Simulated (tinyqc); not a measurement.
CISD on RHF in the sto-3g basis, for HF, spin multiplicity 1, step by step. One step of it, computed by the program tinyqc.

Question. Iteration 1: building the Fock matrix. J_ij = sum D_kl (ij|kl), K_ij = sum D_kl (ik|jl); F = H + J - 0.5 K; E = tr D H + tr D J / 2 - 0.25 tr D K + E_nn.

D at the start, lower triangle:
```
            1F 1s      1F 2s    1F 2px    1F 2py     1F 2pz     2H 1s
1F 1s    2.124686
1F 2s   -0.531725   2.266165
1F 2px   0.000000   0.000000  2.000000
1F 2py   0.000000   0.000000  0.000000  2.000000
1F 2pz  -0.023972   0.136183  0.000000  0.000000   2.122839
2H 1s    0.059175  -0.249399  0.000000  0.000000  -0.271354  0.058529
```

core Hamiltonian H = T + V (hartree), lower triangle:
```
             1F 1s       1F 2s     1F 2px     1F 2py     1F 2pz      2H 1s
1F 1s   -40.507829
1F 2s    -9.504574  -10.985123
1F 2px    0.000000    0.000000  -8.657644
1F 2py    0.000000    0.000000   0.000000  -8.657644
1F 2pz   -0.010540   -0.130074   0.000000   0.000000  -8.732005
2H 1s    -1.297876   -2.945822   0.000000   0.000000  -2.041370  -4.720497
```

Two-electron integrals (ij|kl) in chemists' order, unique and non-zero (hartree):
```
(11|11) 5.403501   (21|11) 0.841920   (21|21) 0.156299   (22|11) 1.268028
(22|21) 0.292344   (22|22) 0.926167   (31|31) 0.027998   (32|31) 0.043169
(32|32) 0.204588   (33|11) 1.264502   (33|21) 0.292403   (33|22) 0.925959
(33|33) 0.997514   (41|41) 0.027998   (42|41) 0.043169   (42|42) 0.204588
(43|43) 0.053770   (44|11) 1.264502   (44|21) 0.292403   (44|22) 0.925959
(44|33) 0.889973   (44|44) 0.997514   (51|51) 0.027998   (52|51) 0.043169
(52|52) 0.204588   (53|53) 0.053770   (54|54) 0.053770   (55|11) 1.264502
(55|21) 0.292403   (55|22) 0.925959   (55|33) 0.889973   (55|44) 0.889973
(55|55) 0.997514   (61|11) 0.115498   (61|21) 0.021270   (61|22) 0.039561
(61|33) 0.039500   (61|44) 0.039500   (61|51) 0.000869   (61|52) 0.001635
(61|55) 0.039690   (61|61) 0.002924   (62|11) 0.303071   (62|21) 0.070857
(62|22) 0.251697   (62|33) 0.247953   (62|44) 0.247953   (62|51) 0.004834
(62|52) 0.038279   (62|55) 0.258938   (62|61) 0.009792   (62|62) 0.085378
(63|31) 0.007289   (63|32) 0.043678   (63|53) 0.007986   (63|63) 0.012444
(64|41) 0.007289   (64|42) 0.043678   (64|54) 0.007986   (64|64) 0.012444
(65|11) 0.210701   (65|21) 0.049878   (65|22) 0.189647   (65|33) 0.181629
(65|44) 0.181629   (65|51) 0.010258   (65|52) 0.070912   (65|55) 0.205464
(65|61) 0.007171   (65|62) 0.078956   (65|65) 0.084932   (66|11) 0.472360
(66|21) 0.112236   (66|22) 0.460533   (66|33) 0.445272   (66|44) 0.445272
(66|51) 0.009250   (66|52) 0.104065   (66|55) 0.490561   (66|61) 0.015594
(66|62) 0.203899   (66|65) 0.219369   (66|66) 0.774606
```

nuclear repulsion = 4.34543330 hartree

Give: Coulomb J; exchange K; Fock matrix F; total energy of this density.

Answer.

Coulomb J (hartree), lower triangle:
```
          1F 1s   1F 2s  1F 2px  1F 2py  1F 2pz   2H 1s
1F 1s   20.9771
1F 2s    4.0221  9.9548
1F 2px   0.0000  0.0000  9.9468
1F 2py   0.0000  0.0000  0.0000  9.9468
1F 2pz   0.0031  0.0024  0.0000  0.0000  9.9443
2H 1s    0.5476  2.6183  0.0000  0.0000  1.9341  4.6047
```

exchange K (hartree), lower triangle:
```
          1F 1s   1F 2s  1F 2px  1F 2py  1F 2pz   2H 1s
1F 1s   11.1138
1F 2s    1.9488  3.2398
1F 2px   0.0000  0.0000  2.6694
1F 2py   0.0000  0.0000  0.0000  2.6694
1F 2pz   0.0013  0.0074  0.0000  0.0000  2.6692
2H 1s    0.2810  0.7453  0.0000  0.0000  0.4090  0.2669
```

Fock matrix F (hartree), lower triangle:
```
           1F 1s    1F 2s   1F 2px   1F 2py   1F 2pz    2H 1s
1F 1s   -25.0876
1F 2s    -6.4568  -2.6502
1F 2px    0.0000   0.0000  -0.0455
1F 2py    0.0000   0.0000   0.0000  -0.0455
1F 2pz   -0.0081  -0.1314   0.0000   0.0000  -0.1223
2H 1s    -0.8908  -0.7001   0.0000   0.0000  -0.3117  -0.2493
```

total energy of this density = -97.869071 hartree
